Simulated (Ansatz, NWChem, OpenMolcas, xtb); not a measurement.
**Ligand exchange: HCl + NaSH → H2S + NaCl**

Species: HCl (hydrogen chloride), singlet; NaSH `[Na][SH]`, singlet; H2S (hydrogen sulfide) `S`, singlet; NaCl, singlet. The partners trade Cl for SH: H–Cl and Na–SH bonds give way to H–SH and Na–Cl.

Shapes, held fixed at every level: PBE0-D4/def2-TZVP. Programs: Ansatz 0.2.0, NWChem 7.3.0, OpenMolcas 26.06, xtb 6.7.1. A level may come from different programs for different species; with the same settings they agree closely. The zero-point and thermal change to 298 K, harmonic and unscaled (PBE0-D4/def2-TZVP), is +2.9 kJ/mol.

Q: Estimate ΔH(298 K) of this reaction.

A: The highest level, CCSD(T)/def2-TZVPP, gives ΔH(298 K) = -73.8 kJ/mol; the levels span -93.6 to -73.4. The column of differences is taken from that level and isn't an error. No measured value is set beside it here. Outer-core shells of Na are correlated, in sets that cover them unevenly.

```json
{"level": "GFN2-xTB", "kind": "semi-empirical", "ΔH(298 K) (kJ/mol)": "-74.7", "less CCSD(T)/def2-TZVPP": "-0.9"}
{"level": "HF/def2-SVP", "kind": "Hartree–Fock", "ΔH(298 K) (kJ/mol)": "-93.6", "less CCSD(T)/def2-TZVPP": "-19.8"}
{"level": "HF/def2-TZVPP", "kind": "Hartree–Fock", "ΔH(298 K) (kJ/mol)": "-89.7", "less CCSD(T)/def2-TZVPP": "-15.9"}
{"level": "B3LYP-D4/def2-TZVPP", "kind": "global hybrid", "ΔH(298 K) (kJ/mol)": "-75.6", "less CCSD(T)/def2-TZVPP": "-1.8"}
{"level": "PBE0-D4/def2-TZVPP", "kind": "global hybrid", "ΔH(298 K) (kJ/mol)": "-73.4", "less CCSD(T)/def2-TZVPP": "+0.4"}
{"level": "wB97X-V/def2-TZVPP", "kind": "range-separated hybrid", "ΔH(298 K) (kJ/mol)": "-79.9", "less CCSD(T)/def2-TZVPP": "-6.1"}
{"level": "CCSD(T)/def2-SVP", "kind": "coupled cluster or CI", "ΔH(298 K) (kJ/mol)": "-80.0", "less CCSD(T)/def2-TZVPP": "-6.2"}
{"level": "CCSD(T)/def2-TZVPP", "kind": "coupled cluster or CI", "ΔH(298 K) (kJ/mol)": "-73.8", "less CCSD(T)/def2-TZVPP": "0.0"}
```
